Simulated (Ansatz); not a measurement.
# C2H3S+ (SMILES [CH2+]C=S): one structure at several levels

How do the functionals fare away from a minimum? The structure is a structure displaced at random from a GFN2-xTB minimum.

Program: Ansatz 0.2.0, Gaussian basis. Level of theory: single points in def2-TZVPP. These are calculated values, not measurements.

Cores are frozen in the correlated methods.

## 1. The starting structure

SMILES `[CH2+]C=S`, 6 atoms, charge 1, spin multiplicity 1.

Atoms are counted from 1 here; the program's logs count them from 0.

Bond lengths: C1–C2 1.370 Å, C1–H4 1.101 Å, C1–H5 1.066 Å, C2–S3 1.680 Å, C2–H6 1.089 Å. Angles: C2–C1–H4 124.9°, C2–C1–H5 119.5°, H4–C1–H5 115.5°, C1–C2–S3 127.7°, C1–C2–H6 114.2°, S3–C2–H6 118.0°.

Geometry (Å):

```xyz
6
C2H3S
C     0.0325    0.3023    0.6788
C    -0.1735   -0.2910   -0.5384
S     0.9739   -0.6654   -1.7067
H    -0.7528    0.4990    1.4250
H     1.0067    0.6514    0.9344
H    -1.2089   -0.5671   -0.7315
```

## 2. CCSD(T)/def2-TZVPP

Contents of run/in.yaml:

```yaml
crystal:
  periodic: [false, false, false]
  atoms:
    - {symbol: C, position_ang: [0.032500, 0.302300, 0.678800]}
    - {symbol: C, position_ang: [-0.173500, -0.291000, -0.538400]}
    - {symbol: S, position_ang: [0.973900, -0.665400, -1.706700]}
    - {symbol: H, position_ang: [-0.752800, 0.499000, 1.425000]}
    - {symbol: H, position_ang: [1.006700, 0.651400, 0.934400]}
    - {symbol: H, position_ang: [-1.208900, -0.567100, -0.731500]}
basis:
  gaussian: {orbitals: def2-TZVPP}
total_charge: 1
correlation: {method: ccsd_t}
output: {forces: true}
```

The command line of these runs was not kept.

## 3. PBE0-D4/def2-TZVPP

Edit run/in.yaml of step 2 so:

```diff
@@ -12,3 +12,3 @@
 total_charge: 1
-correlation: {method: ccsd_t}
-output: {forces: true}
+hamiltonian: {xc: pbe0, dispersion: d4}
+output: {forces: true, orbitals: {seedname: orbitals}}
```

## 4. wB97M-V/def2-TZVPP

Edit run/in.yaml of step 3 so:

```diff
@@ -12,3 +12,3 @@
 total_charge: 1
-hamiltonian: {xc: pbe0, dispersion: d4}
-output: {forces: true, orbitals: {seedname: orbitals}}
+hamiltonian: {xc: {name: wB97M-V}}
+output: {forces: true}
```

## 5. r2SCAN-D4/def2-TZVPP

Edit run/in.yaml of step 4 so:

```diff
@@ -12,3 +12,3 @@
 total_charge: 1
-hamiltonian: {xc: {name: wB97M-V}}
+hamiltonian: {xc: r2scan, dispersion: d4}
 output: {forces: true}
```

## 6. PBE-D4/def2-TZVPP

Edit run/in.yaml of step 5 so:

```diff
@@ -12,3 +12,3 @@
 total_charge: 1
-hamiltonian: {xc: r2scan, dispersion: d4}
+hamiltonian: {xc: pbe, dispersion: d4}
 output: {forces: true}
```

## 7. BHLYP-D4/def2-TZVPP

Edit run/in.yaml of step 6 so:

```diff
@@ -12,3 +12,3 @@
 total_charge: 1
-hamiltonian: {xc: pbe, dispersion: d4}
+hamiltonian: {xc: {name: BHLYP}, dispersion: d4}
 output: {forces: true}
```

## 8. wB97X-V/def2-TZVPP

Edit run/in.yaml of step 7 so:

```diff
@@ -12,3 +12,3 @@
 total_charge: 1
-hamiltonian: {xc: {name: BHLYP}, dispersion: d4}
+hamiltonian: {xc: {name: wB97X-V}}
 output: {forces: true}
```

(Steps that only read results are left out.)

**Question.** What will these runs give? Wanted: energy less free atoms, CCSD(T)/def2-TZVPP; RMS force component; RMS force error; HOMO and LUMO, PBE0-D4; T1 diagnostic.

As calculated:

| quantity | value |
| --- | --- |
| energy less free atoms, CCSD(T)/def2-TZVPP | -1264.2 kJ/mol |
| RMS force component | 0.674 to 0.832 eV/Å over the methods |
| RMS force error | PBE0-D4 0.206, wB97M-V 0.245, r2SCAN-D4 0.113, PBE-D4 0.184, BHLYP-D4 0.317, wB97X-V 0.270 eV/Å |
| HOMO and LUMO, PBE0-D4 | -13.76 and -11.96 eV |
| T1 diagnostic | 0.017 |

Against CCSD(T) the functionals' energies less atoms differ by -137.7 to +13.1 kJ/mol, PBE-D4 by -137.7 kJ/mol. A larger basis would deepen the CCSD(T) value, while the functionals are nearly converged already, so the order here is not reliable. On forces the order runs from r2SCAN-D4 to BHLYP-D4. Frozen-core CCSD(T) forces in triple zeta carry basis errors of their own, and this is one geometry, so small gaps rank nothing. The restricted Hartree–Fock reference is unstable towards an unrestricted one at one or more of these structures.
